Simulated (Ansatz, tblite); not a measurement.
Cost and result up the ladder for S₄⁻ (4 atoms). Charge -1, multiplicity 2. Geometry: PBE-D4/def2-TZVPD.

```xyz
4

S    -1.364   -0.566    1.243
S     0.421   -1.036   -1.574
S    -0.124    0.958    1.106
S     1.068    0.644   -0.775
```

Ansatz on 4 threads of Arm Neoverse V2 on a shared host; xTB runs through tblite on one thread. Times are rough, summed over both states, and most runs start from the orbitals of an earlier one. PBE-QIDH/def2-TZVPD serves as the yardstick here, not as an exact answer. The other state is a quartet at its own geometry, which has other bonds, so the gap mixes isomer and spin.

The xTB rows come from tblite. HSE06 is defined as in plane-wave codes, on full-range PBE exchange. Correlated methods freeze 20 core orbitals. In CCSD on the charge -1 doublet the largest single amplitude is 0.33, so its Hartree–Fock determinant may place the open shell otherwise than the density functionals do. In the quartet geometry the species has come apart into loosely held pieces. The structure comes from a short search, and lower isomers may exist.

Run but left out: HF/def2-TZVPD, MP2/def2-TZVPD (doublet: a determinant that CCSD turns far, T1 0.057).

Correlated methods converge slowly with the basis.

xTB has no spin-polarisation term.

```csv
level,functions,quartet − doublet (eV),difference from PBE-QIDH/def2-TZVPD (eV),remarks
PBE-D4/def2-TZVPD,184,1.04,0.10,"HOMO above zero (doublet), HOMO above zero (quartet)"
CCSD(T)/def2-TZVPD,184,0.92,-0.01,large T1 (0.057) (doublet)
RPA@PBE/def2-TZVPD,184,0.74,-0.20,–
HSE06-D4/def2-TZVPD,184,0.93,-0.01,–
revPBE-D4/def2-TZVPD,184,1.00,0.07,"HOMO above zero (doublet), HOMO above zero (quartet)"
r2SCAN-D4/def2-TZVPD,184,0.89,-0.05,–
r2SCANh-D4/def2-TZVPD,184,0.85,-0.09,–
GFN1-xTB,36,1.98,1.04,–
GFN2-xTB,36,1.16,0.23,–
PBE-QIDH/def2-TZVPD,184,0.93,0.00,–
PBE0-D4/def2-TZVPD (with forces),184,0.92,-0.02,–
```

(1) Estimate how long each takes.

Answers

(1) GFN1-xTB 0.007 s; GFN2-xTB 0.008 s; PBE-D4/def2-TZVPD 5.8 s; revPBE-D4/def2-TZVPD 6.1 s; RPA@PBE/def2-TZVPD 9.9 s; HSE06-D4/def2-TZVPD 10 s; PBE0-D4/def2-TZVPD (with forces) 12 s; r2SCAN-D4/def2-TZVPD 15 s; r2SCANh-D4/def2-TZVPD 18 s; PBE-QIDH/def2-TZVPD 21 s; CCSD(T)/def2-TZVPD 13 min. On shared hardware such times vary by a factor of up to 3.
